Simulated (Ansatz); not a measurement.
A made-up structure of C2H4N, doublet:

| atom | x (Å) | y (Å) | z (Å) |
| --- | --- | --- | --- |
| C1 | -0.9387 | 0.3854 | -0.6107 |
| C2 | 0.3279 | 0.1014 | 0.2561 |
| N3 | 0.8520 | -1.2583 | 0.3895 |
| H4 | -1.4906 | -0.5342 | -1.1776 |
| H5 | -1.3831 | 1.5067 | -0.7295 |
| H6 | 0.8559 | 1.0587 | 0.8126 |
| H7 | 1.7766 | -1.2597 | 1.0596 |

It is relaxed with PBE-D4/def2-SVP and then PBE0-D4/def2-TZVP (Ansatz 0.2.0). Atoms count as bonded within 1.22 times the sum of their covalent radii (H–H: 0.88 Å). The end point is not checked to be a true minimum.

(1) Does its bonding change? (A judgement: the text doesn't fix the answer.)

## Answers

(1) The calculation gives: No: no bond forms or breaks.

Where it ends: The first stage lowers the energy by 1.60 eV in 6 steps. It ends as C₂H₄N ([CH2][CH][NH]):
```
7
angstrom
C -0.8381 0.3442 -0.5452
C 0.2927 0.0906 0.2287
N 0.7607 -1.1235 0.3477
H -1.3308 -0.4770 -1.0514
H -1.2350 1.3453 -0.6513
H 0.7642 0.9453 0.7256
H 1.5862 -1.1248 0.9460
```

Labels in which every atom is bracketed show which atoms are joined, not bond orders.

For scale, one of the runs: PBE0-D4/def2-TZVP relaxation, 117 basis functions, launched by `ansatz run in.yaml --threads 2 --pin off --events-out ev --progress --plain --max-ram 4352MiB`. The run took about 14 s on 2 CPU threads of an Intel Xeon Platinum 8375C (shared host).
